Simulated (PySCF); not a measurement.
**1-butyne: 4 charge schemes on one density**

Species: 1-butyne, C4H6.
Structure used (GFN2-xTB), in Å, numbered top down from 1:
```xyz
10
C4H6 angstrom
C      2.2092   -0.2912   -0.4226
C      1.1130    0.1639   -0.2728
C     -0.2252    0.6869   -0.0840
C     -1.1970   -0.4164    0.3354
H      3.1743   -0.6793   -0.5567
H     -0.5612    1.1423   -1.0206
H     -0.1937    1.4676    0.6822
H     -1.2400   -1.1930   -0.4252
H     -0.8757   -0.8707    1.2702
H     -2.1950   -0.0054    0.4716
```

Density: PBE0/pcSseg-1 (PySCF); schemes: Mulliken, IAO, Hirshfeld and ESP-fitted. Geometry: GFN2-xTB; no solvent, vibrations or thermal averaging.

Problem. What partial charge does each atom carry?

Solution. In e:

```json
{"atom": "C1", "environment": "terminal alkyne carbon", "Mulliken": "-0.366", "IAO": "-0.264", "Hirshfeld": "-0.134", "ESP-fitted": "-0.482"}
{"atom": "C2", "environment": "alkyne carbon", "Mulliken": "+0.139", "IAO": "-0.021", "Hirshfeld": "-0.038", "ESP-fitted": "-0.041"}
{"atom": "C3", "environment": "propargylic carbon", "Mulliken": "-0.199", "IAO": "-0.269", "Hirshfeld": "-0.048", "ESP-fitted": "+0.181"}
{"atom": "C4", "environment": "methyl carbon", "Mulliken": "-0.279", "IAO": "-0.409", "Hirshfeld": "-0.110", "ESP-fitted": "-0.228"}
{"atom": "H5", "environment": "alkyne hydrogen", "Mulliken": "+0.039", "IAO": "+0.198", "Hirshfeld": "+0.087", "ESP-fitted": "+0.318"}
{"atom": "H6", "environment": "methylene hydrogen", "Mulliken": "+0.152", "IAO": "+0.164", "Hirshfeld": "+0.056", "ESP-fitted": "+0.025"}
{"atom": "H7", "environment": "methylene hydrogen", "Mulliken": "+0.152", "IAO": "+0.164", "Hirshfeld": "+0.056", "ESP-fitted": "+0.024"}
{"atom": "H8", "environment": "methyl hydrogen", "Mulliken": "+0.124", "IAO": "+0.148", "Hirshfeld": "+0.043", "ESP-fitted": "+0.078"}
{"atom": "H9", "environment": "methyl hydrogen", "Mulliken": "+0.124", "IAO": "+0.148", "Hirshfeld": "+0.043", "ESP-fitted": "+0.077"}
{"atom": "H10", "environment": "methyl hydrogen", "Mulliken": "+0.115", "IAO": "+0.142", "Hirshfeld": "+0.044", "ESP-fitted": "+0.048"}
```

Mean size of the charges over all atoms: IAO 0.193 e, Mulliken 0.169 e, ESP-fitted 0.150 e, Hirshfeld 0.066 e. Each set sums to the total charge, 0, to within 0.001 e. The Mulliken scheme gives each basis function's population to the atom it is centred on and halves the overlap population of two atoms between them. The ESP scheme is a least-squares fit of atom-centred charges to the potential on four shells outside the van der Waals surface, with the total charge fixed.

Lowest charge. The schemes don't all agree: Mulliken C1 (-0.366); IAO C4 (-0.409); Hirshfeld C1 (-0.134); ESP-fitted C1 (-0.482).

Highest charge. The schemes don't all agree: Mulliken H6 and H7 (+0.152); IAO H5 (+0.198); Hirshfeld H5 (+0.087); ESP-fitted H5 (+0.318).

Problem. Sum the charges by element.

Solution. 
```
element  atoms  Mulliken     IAO  Hirshfeld  ESP-fitted
      C      4    -0.705  -0.963     -0.329      -0.571
      H      6    +0.705  +0.963     +0.329      +0.571
```

Problem. How many electrons does the IAO scheme count on C2?

Solution. Z − q = 6 − (-0.021) = 6.021.
